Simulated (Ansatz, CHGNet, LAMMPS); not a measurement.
# Ladder of methods for the lattice constant a of hcp Ru

Reference value: 2.706 Å (measured, 293 K, not corrected to a static lattice, sources range from 2.700 to 2.706; as tabulated in Wikipedia's data pages).

```tsv
level (code)	value (Å)	difference (%)
Lennard-Jones uff-vdw (LAMMPS)	2.879	+6.39
CHGNet-r²SCAN (CHGNet)	2.712	+0.22
PBE (Ansatz)	2.722	+0.59
r²SCAN (Ansatz)	2.704	-0.07
HSE06 (Ansatz)	2.681	-0.92
```

Leaving aside Lennard-Jones uff-vdw, which can be fitted to such values or carry a doubt: The reference is not for a static lattice or low temperature, so close values are not ranked against it.

The reference has no zero-point or thermal correction, while the calculations are for a static lattice, so the differences are not the levels' errors alone. A static lattice is as a rule a little smaller than the measured one.  Lennard-Jones uff-vdw: this is a force field's van der Waals term alone, without bonds or charges. Cutoffs and k meshes differ between the levels. Ansatz's density-functional and Hartree–Fock values are scalar-relativistic unless marked +SOC, with PAW data made under PBE.

Machine-learned potentials (CHGNet-r²SCAN) are trained on DFT data, which may include these solids.

Differences are worked out from the printed values.

Ansatz is a program for electronic structure.
